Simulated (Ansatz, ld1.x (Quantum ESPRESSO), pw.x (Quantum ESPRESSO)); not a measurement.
pw.x on bcc Hf: one setting changed

Potential: ultrasoft, ld1.x (Quantum ESPRESSO) 7.5, LDA (PW92); core [Kr] 4d10 4f14 5s2, reference 5p6 5d2 6s1 6p0; waves: 6s (bound): rcut 3.18, rcutus 3.48 bohr; 6s channel at 4.5 Ry: rcut 3.18, rcutus 3.48 bohr; 5p (bound): rcut 2.38, rcutus 2.88 bohr; 6p (bound, empty): rcut 2.38, rcutus 2.88 bohr; 5d (bound): rcut 2.76, rcutus 3.62 bohr; 5d channel at 0.2 Ry: rcut 2.76, rcutus 3.62 bohr; 5f channel at -0.1 Ry: rcut 2.64, rcutus 3.48 bohr; local part: all-electron potential smoothed inside 3.00 bohr (lloc = -2); core correction: none; augmentation: PSQ, inside the norm-conserving radii.

The reference run (k-mesh 13³, cutoffs 40/320 Ry, Fermi–Dirac 0.01 Ry, mixing_beta 0.4, conv_thr 1e-9, no spin) gives 1.32 GPa at 20.552 Å³/atom, where all-electron LAPW gives -0.24 GPa. This run, with its own iteration cap, changes k-mesh points per axis to 3.

```
&control
  calculation='scf', prefix='x', pseudo_dir='./', outdir='./tmp', tstress=.true., disk_io='none'
/
&system
  ibrav=0, nat=1, ntyp=1, ecutwfc=40, ecutrho=320, nbnd=12,
  occupations='smearing', smearing='fd', degauss=0.01
/
&electrons
  conv_thr=1e-09, mixing_beta=0.4, electron_maxstep=50
/
ATOMIC_SPECIES
Hf 1.0 Hf.UPF
CELL_PARAMETERS angstrom
  -1.72556517 1.72556517 1.72556517
  1.72556517 -1.72556517 1.72556517
  1.72556517 1.72556517 -1.72556517
ATOMIC_POSITIONS crystal
Hf 0.0000 0.0000 0.0000
K_POINTS automatic
3 3 3 0 0 0
```

```bash
pw.x < Hf.scf.in > Hf.scf.out
```

Q: How does the run end?

A: It converges in 8 iterations; the free energy moves by -19.1 meV/atom and the pressure by -1.01 GPa.

```
Message from routine setup:
     using ibrav=0 with symmetry is DISCOURAGED, use correct ibrav instead
     lattice parameter (alat)  =       5.6480  a.u.
     unit-cell volume          =     138.6918 (a.u.)^3
     number of electrons       =        10.00
     number of Kohn-Sham states=           12
     kinetic-energy cutoff     =      40.0000  Ry
     charge density cutoff     =     320.0000  Ry
     scf convergence threshold =      1.0E-09
     Exchange-correlation= PW
     number of k points=     4  Fermi-Dirac smearing, width (Ry)=  0.0100
     iteration #  1     ecut=    40.00 Ry     beta= 0.40
     total energy              =     -64.54628188 Ry
     estimated scf accuracy    <       0.48703904 Ry
     iteration #  2     ecut=    40.00 Ry     beta= 0.40
     total energy              =     -64.52703891 Ry
     estimated scf accuracy    <       0.07774485 Ry
     iteration #  3     ecut=    40.00 Ry     beta= 0.40
     total energy              =     -64.54184056 Ry
     estimated scf accuracy    <       0.00043667 Ry
     iteration #  4     ecut=    40.00 Ry     beta= 0.40
     total energy              =     -64.54220535 Ry
     estimated scf accuracy    <       0.00005137 Ry
     iteration #  5     ecut=    40.00 Ry     beta= 0.40
     total energy              =     -64.54220965 Ry
     estimated scf accuracy    <       0.00000216 Ry
     iteration #  6     ecut=    40.00 Ry     beta= 0.40
     total energy              =     -64.54221093 Ry
     estimated scf accuracy    <       0.00000031 Ry
     iteration #  7     ecut=    40.00 Ry     beta= 0.40
     total energy              =     -64.54221098 Ry
     estimated scf accuracy    <          3.3E-09 Ry
     iteration #  8     ecut=    40.00 Ry     beta= 0.40
     the Fermi energy is    13.6327 ev
!    total energy              =     -64.54221098 Ry
     estimated scf accuracy    <          3.1E-10 Ry
     smearing contrib. (-TS)   =      -0.01113540 Ry
     The total energy is F=E-TS. E is the sum of the following terms:
     one-electron contribution =      -7.70123056 Ry
     hartree contribution      =       7.96450041 Ry
     xc contribution           =      -8.99235544 Ry
     ewald contribution        =     -55.80198998 Ry
     convergence has been achieved in   8 iterations
          total   stress  (Ry/bohr**3)                   (kbar)     P=        3.07
     Message from routine punch:
     Nothing written, as per user request (disk_io='none')
```

The run took about 3.6 s on one core of a shared host (Neoverse-V1, 32 threads, 247 GiB, load 20).
